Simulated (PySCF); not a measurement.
# From one method to the next for MgCl⁻

Aim: see what other levels and later steps give for MgCl⁻.

Computed with PySCF 2.14.0. Level: method and basis as typed in the scripts.

1 further run of the same task is left out (it didn't finish).

## (1) The system as given

MgCl⁻: 2 atoms, charge -1, spin multiplicity 1.

Bond lengths: Mg1–Cl2 2.593 Å.

## (2) Base script

Input file input.py:

```python
from pyscf import gto, dft

mol = gto.M(
    atom='Mg 0 0 0; Cl 0 0 2.593',
    basis='6-311g**',
    charge=-1,
    spin=0,
    verbose=4,
)
mf = dft.RKS(mol, xc='m062x')
mf.kernel()
mf.dip_moment()
print('orbital energies (hartree):', mf.mo_energy[..., max(0, mol.nelec[1]-3):mol.nelec[0]+3].round(4))
```

Started as:

```bash
> OMP_NUM_THREADS=1 python input.py
```

## (3) Geometry optimisation

Run 1 changes step after the SCF: none → optimize.

Input file input.py:

```python
from pyscf import gto, dft
from pyscf.geomopt.geometric_solver import optimize

mol = gto.M(
    atom='Mg 0 0 0; Cl 0 0 2.593',
    basis='6-311g**',
    charge=-1,
    spin=0,
    verbose=4,
)
mf = dft.RKS(mol, xc='m062x')
mf.kernel()
g = mf.nuc_grad_method()
g.grid_response = True
mol_eq = optimize(g.as_scanner(), maxsteps=30)
print('optimised geometry (angstrom)')
print(mol_eq.tostring('raw'))
print('orbital energies (hartree):', mf.mo_energy[..., max(0, mol.nelec[1]-3):mol.nelec[0]+3].round(4))
```

## (4) Stability test

Run 2 changes step after the SCF: none → stability.

input.py: that of step 2 with these lines changed.

```diff
@@ -11,2 +11,3 @@
 mf.kernel()
+mf.stability(internal=True, external=True)
 mf.dip_moment()
```

## (5) Mn15l

Run 3 changes functional: m062x → mn15l.

input.py: that of step 2 with these lines changed.

```diff
@@ -9,3 +9,3 @@
 )
-mf = dft.RKS(mol, xc='m062x')
+mf = dft.RKS(mol, xc='mn15l')
 mf.kernel()
```

## (6) CCSD (RHF)

Run 4 changes step after the SCF: none → ccsd; SCF type: RKS → RHF; functional: m062x → none (Hartree–Fock); frozen orbitals: none → 6.

input.py: that of step 2 with these lines changed.

```diff
@@ -1,2 +1,2 @@
-from pyscf import gto, dft
+from pyscf import gto, scf, cc
 
@@ -9,4 +9,6 @@
 )
-mf = dft.RKS(mol, xc='m062x')
+mf = scf.RHF(mol)
 mf.kernel()
+mycc = cc.CCSD(mf, frozen=6)
+mycc.kernel()
 mf.dip_moment()
```

Before running it: what results should come out? Wanted: for each run, E(SCF); from base; gap; after the SCF.

The runs gave:

```tsv
run	E(SCF) (hartree)	from base (eV)	cycles	gap (eV)	after the SCF
base	-660.356403	0	9	4.66	n/a
geometry optimisation	-660.356403	0.0000	9	4.66	bond 2.436 Å, -0.039 eV
stability test	-660.356403	0.0000	9	4.66	stable
mn15l	-660.290811	not comparable	9	2.19	n/a
CCSD (RHF)	-659.206548	not comparable	9	6.54	CCSD correlation -8.189 eV, core frozen
```

SCF columns refer to the geometry typed in the script.

**Reading.** The gap between the frontier levels is 2.2 eV with mn15l (0 % exact exchange) and 4.7 eV with m062x (54 %): exact exchange opens it. Total energies of different functionals can't be compared with each other; differences within one functional can. The dearest run is “geometry optimisation”, at 21 s against 3.4 s.
